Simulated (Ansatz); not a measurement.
**SiNH4+ (SMILES [NH2+]=[SiH2]): single points off equilibrium**

One table from this session's results is given with a row withheld; the runs are named, their logs left out.

Computed with Ansatz 0.2.0, Gaussian basis. Level: single points in def2-TZVPP.

Cores are frozen in the correlated methods.

## The system as given

SMILES `[NH2+]=[SiH2]`, 6 atoms, charge 1, spin multiplicity 1.

Atoms are counted from 1 here; the program's logs count them from 0.

Bond lengths: N1–Si2 1.683 Å, N1–H3 1.002 Å, N1–H4 1.073 Å, Si2–H5 1.517 Å, Si2–H6 1.567 Å. Angles: Si2–N1–H3 118.4°, Si2–N1–H4 113.7°, H3–N1–H4 127.3°, N1–Si2–H5 121.6°, N1–Si2–H6 112.0°, H5–Si2–H6 126.0°.

Geometry (Å):

```xyz
6
charge 1, multiplicity 1
N    -0.01274   -0.85023    0.20784
Si    0.01295    0.78273   -0.19975
H     0.50923   -1.49103   -0.35806
H    -0.50278   -1.05518    1.14044
H     0.37821    1.24722   -1.59704
H    -0.55153    1.68371    0.95079
```

The first run:

The input, run/in.yaml:

```yaml
crystal:
  periodic: [false, false, false]
  atoms:
    - {symbol: N, position_ang: [-0.012741, -0.850228, 0.207842]}
    - {symbol: Si, position_ang: [0.012949, 0.782726, -0.199755]}
    - {symbol: H, position_ang: [0.509229, -1.491032, -0.358055]}
    - {symbol: H, position_ang: [-0.502784, -1.055183, 1.140441]}
    - {symbol: H, position_ang: [0.378211, 1.247219, -1.597041]}
    - {symbol: H, position_ang: [-0.551527, 1.683710, 0.950789]}
basis:
  gaussian: {orbitals: def2-TZVPP}
total_charge: 1
hamiltonian: {xc: pbe, dispersion: d4}
output: {forces: true}
```

Run with:

```
$ ansatz run in.yaml --threads 2 --pin off --events-out ev --progress --plain --max-ram 3481MiB
```

Among the steps run: PBE-D4/def2-TZVPP; r2SCAN-D4/def2-TZVPP; PBE0-D4/def2-TZVPP; wB97M-V/def2-TZVPP; CCSD(T)/def2-TZVPP.

One of the session's tables, all rows but one given; the rest of the session is left out.

```
   method  RMS force component (eV/Å)  angle to CCSD(T) forces (°)
   PBE-D4                       1.006                          7.6
r2SCAN-D4                       1.093                          3.5
  PBE0-D4                       1.111                          5.5
  wB97M-V                           ?                            ?
  CCSD(T)                       1.092                    reference
```

**Question.** Estimate the row for wB97M-V.

As computed: RMS force component (eV/Å): 1.139; angle to CCSD(T) forces (°): 3.8. In the column «RMS force component (eV/Å)» it is the highest.
